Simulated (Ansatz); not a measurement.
Results of PBEsol in Ansatz (PAW) for hcp Ti.

Settings: plane-wave cutoff 520 eV, 16×16×10 k mesh (along the axes of the cell as run), Fermi–Dirac smearing 0.1 eV, perturbation theory, force constants from a 4×4×2 q mesh, no spin polarisation, scalar-relativistic PAW data made under PBE.

Computed at the level's own relaxed cell.

Space group P6₃/mmc (No. 194); a = 2.9011 Å, b = 2.9011 Å, c = 4.5897 Å, α = 90.00°, β = 90.00°, γ = 120.00°

```
atom  site  symmetry       x       y       z
----  ----  --------  ------  ------  ------
Ti      2c      -6m2  0.3333  0.6667  0.2500
```

Harmonic phonon frequencies (cm⁻¹; i marks an imaginary mode):

```
q point          frequencies
-------  -------------------
Γ          0 0 0 118 118 203
A        87 87 87 87 193 193
```

No imaginary mode appears at these points.

Ansatz is an electronic-structure program.
